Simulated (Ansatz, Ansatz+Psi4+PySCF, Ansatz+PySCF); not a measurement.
| atom | x (Å) | y (Å) | z (Å) |
| --- | --- | --- | --- |
| F | -0.0092 | 0.1858 | -1.2656 |
| O | 0.0034 | -0.5004 | 0.1911 |
| O | -0.0039 | 0.3075 | 1.0649 |

Basis set: cc-pVTZ (spherical functions). Left uncorrelated: 3 orbitals. Correlation on ROHF uses semicanonical orbitals with singles. Charge 0, multiplicity 2.

Computed with Ansatz (development build ahead of 0.2.0); each method stands on the lowest determinant of its kind that the runs found.

Task: Give the atomization energy at this shape (free ground-state atoms in the same class of orbitals less the molecule, no zero-point energy) of doublet O2F by ROHF-CCSD(T), UHF-CCSD(T), UHF-CCSD, ROHF-MP2, UHF-MP2, UHF.

Result:

```json
{"method": "ROHF-CCSD(T)", "atomization energy": "5.25 eV"}
{"method": "UHF-CCSD(T)", "atomization energy": "5.07 eV"}
{"method": "UHF-CCSD", "atomization energy": "4.45 eV"}
{"method": "ROHF-MP2", "atomization energy": "5.51 eV"}
{"method": "UHF-MP2", "atomization energy": "4.60 eV"}
{"method": "UHF", "atomization energy": "0.06 eV"}
```

Caution for ROHF-CCSD(T), ROHF-MP2: an unrestricted determinant lies well below; large amplitudes, a single reference is doubtful. Caution for UHF-CCSD(T), UHF-MP2: another reference gives a lower total. Caution for UHF-CCSD(T), UHF-CCSD, UHF-MP2, UHF: the unrestricted determinant is spin contaminated. Caution for ROHF-MP2, UHF-MP2: MP2 forces lie far from those of the mean fields.
